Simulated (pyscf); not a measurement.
Structures and frequencies: ωB97X-D3(BJ)/def2-SVP in PySCF. Correlated levels are frozen-core, on RHF or UHF. ΔMP2 is the change of the MP2 total energy from the triple- to the quadruple-zeta basis.

Q: For the elementary gas-phase step H₂N–GeH(F)–F (SMILES [NH2][GeH]([F])[F]) -> F–Ge:–F (SMILES [F][Ge][F]) [singlet] + NH₃ (SMILES N) (singlet surface; Ge–N, Ge–H broken, H–N formed), what barrier and reaction energy does CCSD(T)/def2-TZVPP + ΔMP2(QZVPP) give, measured from the reactant's lowest minimum found?

A: ΔE‡ = 2.61 eV, ΔE = +0.65 eV. Zero-point energy shifts the barrier by -0.09 eV. It is a 1,1-elimination, with an imaginary mode of 1505i cm⁻¹. On the product side the descent ends in an adduct with a Ge–N contact, 0.97 eV under the separated species and 2.94 eV under the saddle at ωB97X-D3(BJ)/def2-TZVP. What is counted as broken (Ge–N) persists as a longer contact in the product adduct; parting that adduct is a step of its own. This is the saddle that the search found; another between the same sides may lie lower. The CCSD(T) − MP2 part came from Ansatz, without density fitting, on the same reference. The frozen core leaves the outer d or s,p core shells of the metals and heavy elements correlated in the MP2 and CC values, and def2-TZVPP describes them poorly, which can shift differences by a few kcal/mol. Elements up to Kr have no core potential and no relativistic terms here.
